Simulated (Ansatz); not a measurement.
Cost and result for the atomization energy of C3H4FNO (`C=N/C(O)=C/F`) (10 atoms, 9 bonds).

```xyz
10

C    -1.455    0.046    0.858
N    -0.349   -0.566    0.820
C     0.657   -0.151   -0.044
O     1.902   -0.220    0.468
C     0.433    0.199   -1.312
F     1.439    0.496   -2.139
H    -1.660    0.946    0.270
H    -2.242   -0.335    1.506
H     1.820   -0.613    1.344
H    -0.545    0.199   -1.770
```

Charge 0, multiplicity 1. All single points use the PBE0-D4/def2-TZVP geometry. It is one conformer, not always the lowest. Program: Ansatz. All runs use 4 threads of an Arm Neoverse V1 on a shared host. Times are those of one run each, without the atoms' runs, and a repeat can differ threefold. Electronic energies, without spin–orbit coupling; frozen cores. CCSD(T)/CBS adds CCSD(T) − MP2 in def2-TZVPP to the MP2 limit, and its time is that of the two runs behind it. T1 = 0.014; the RHF reference is unstable towards UHF. B3LYP takes the VWN-RPA correlation (the form of Gaussian; ORCA's B3LYP/G).

CCSD(T)/CBS is a level of theory with its own doubt, some kJ/mol a heavy atom from the limit and from the frozen cores, so smaller differences don't rank the functionals.

```
                             level  functions  wall time
   PBE-D4/def2-TZVPP (with forces)        242      2.3 s
                PBE0-D4/def2-TZVPP        242      2.5 s
 B3LYP-D4/def2-TZVPP (with forces)        242      3.8 s
r2SCAN-D4/def2-TZVPP (with forces)        242      4.3 s
                 B2PLYP/def2-TZVPP        242        6 s
                ωB97X-V/def2-TZVPP        242      6.5 s
  ωB97M-V/def2-TZVPP (with forces)        242      9.5 s
                    MP2/def2-QZVPP        462       22 s
                CCSD(T)/def2-TZVPP        242    3.3 min
                 CCSD(T)/CBS(def2)          –    3.7 min
```

Q: What atomization energy does each give, and how far from CCSD(T)/CBS? (An estimate is asked.)

A: Computed: 
| level | atomization (kcal/mol) | difference from CCSD(T)/CBS | per bond |
| --- | --- | --- | --- |
| PBE-D4/def2-TZVPP (with forces) | 1039.6 | 50.9 | 5.7 |
| PBE0-D4/def2-TZVPP | 1001.4 | 12.7 | 1.4 |
| B3LYP-D4/def2-TZVPP (with forces) | 994.2 | 5.5 | 0.6 |
| r2SCAN-D4/def2-TZVPP (with forces) | 995.7 | 7.0 | 0.8 |
| B2PLYP/def2-TZVPP | 982.5 | -6.2 | -0.7 |
| ωB97X-V/def2-TZVPP | 992.6 | 3.9 | 0.4 |
| ωB97M-V/def2-TZVPP (with forces) | 995.2 | 6.5 | 0.7 |
| MP2/def2-QZVPP | 1006.9 | 18.2 | 2.0 |
| CCSD(T)/def2-TZVPP | 958.4 | -30.3 | -3.4 |
| CCSD(T)/CBS(def2) | 988.7 | 0.0 | 0.0 |

From PBE to PBE0 (25 % exact exchange), in def2-TZVPP and without D4, the atomization energy moves by −37.4 kcal/mol: exact exchange takes away binding that semilocal exchange gives to molecules. The D4 term adds +6.9 kcal/mol with B3LYP and +3.6 kcal/mol with PBE0; it sums over pairs of atoms, weighted by their polarisabilities, and B3LYP, whose exchange is more repulsive, gets the larger term. In def2-TZVPP, CCSD(T) changes the Hartree–Fock value by +296.9 kcal/mol (the triples alone add +22.5 kcal/mol) and MP2 by +327.4 kcal/mol; breaking electron pairs costs correlation energy, which Hartree–Fock lacks.
